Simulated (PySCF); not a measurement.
The isolated species `CC(F)=C1C=C1` is ionised with synchrotron light (hν = 900.0 eV). Calculated photoelectron kinetic energies of its computed core levels, recoil neglected:

```json
{"line": "1", "kinetic energy (eV)": "609.21"}
{"line": "2", "kinetic energy (eV)": "609.20"}
{"line": "3", "kinetic energy (eV)": "608.73"}
{"line": "4", "kinetic energy (eV)": "608.67"}
{"line": "5", "kinetic energy (eV)": "608.35"}
{"line": "6", "kinetic energy (eV)": "208.07"}
```

Method: delta-SCF UKS SCAN, pcX-2 on the ionised atom, pcseg-1 elsewhere, spin-free X2C (PySCF).

Question: Convert to binding energies and name the level and atom behind each line. Numbering: `[CH3:1][C:2]([F:3])=[C:4]1[CH:5]=[CH:6]1`.

Answer: Against the vacuum level, binding energy = hν − kinetic energy.

```csv
line,binding energy (eV),level,atoms,environment
1,290.79,C 1s,C1,allylic carbon
2,290.80,C 1s,C4,fully substituted alkene carbon
3,291.27,C 1s,C5,alkene CH carbon
4,291.33,C 1s,C6,alkene CH carbon
5,291.65,C 1s,C2,vinylic C–F carbon
6,691.93,F 1s,F3,vinyl fluorine
```

Question: Where does line 3 move with hν = 1000.0 eV?

Answer: To 1000.0 − 291.27 = 708.73 eV; every photoline shifts by the change in photon energy, +100.0 eV.

The listed C 1s values span 0.86 eV, from C1 (bonded to C and 3 H) to C2 (bonded to F, C (double bond) and C). The widest gap between neighbouring values is 0.47 eV, between 290.80 and 291.27 eV. The values 290.79 and 290.80 eV lie too close for their order to be trusted.

Question: What is the C 1s shift of C1 against C5?

Answer: 290.79 − 291.27 = -0.48 eV, or -46 kJ/mol.

Other core shells, valence and Auger electrons aren't listed. The unrestricted hole states depart most from a pure doublet (⟨S²⟩ = 0.75; over 0.85 named) for C 1s of C5 (0.97) and C 1s of C6 (0.96), which makes these values less certain. Isolated species at its PBE0-D3(BJ)/def2-SVP geometry, gas phase.
